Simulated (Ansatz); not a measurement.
Chalcopyrite CdGeAs2 was calculated with r²SCAN (plane waves, PAW; Ansatz, a program for electronic structure).

Settings: plane-wave cutoff 560 eV, 8×8×8 k mesh, Fermi–Dirac smearing 0.01 eV, scalar-relativistic PAW data made under PBE.

Energies at three volumes about the minimum:

```csv
V (Å³/atom),E − E_lowest (meV/atom)
24.754,2.02
25.259,0.00
25.765,1.84
```

Task: Fit a parabola by hand: where is the minimum, and what is the bulk modulus?

Result: Slopes: (0.00 − 2.02)/(25.259 − 24.754) = -4.000 and (1.84 − 0.00)/(25.765 − 25.259) = 3.636 meV/Å³. Curvature E″ = 2 × (3.636 − (-4.000))/(25.765 − 24.754) = 15.106 meV/Å⁶. From the middle of the first interval, the slope vanishes at V0 = 25.0065 − (-4.000)/15.106 = 25.271 Å³/atom. B = V0 E″ = 25.271 × 15.106 meV/Å³ × 0.1602 GPa per meV/Å³ = 61.2 GPa. The full Birch–Murnaghan fit to all volumes gives V0 = 25.261 Å³/atom and B0 = 61.1 GPa.

Shape and atoms are relaxed at each volume.

Measured, for comparison: bulk modulus 69.9 GPa (temperature not stated, not corrected to a static lattice; as tabulated in Toher et al. (2017), arXiv:1611.05714). Computed less measured: bulk modulus -13 %.
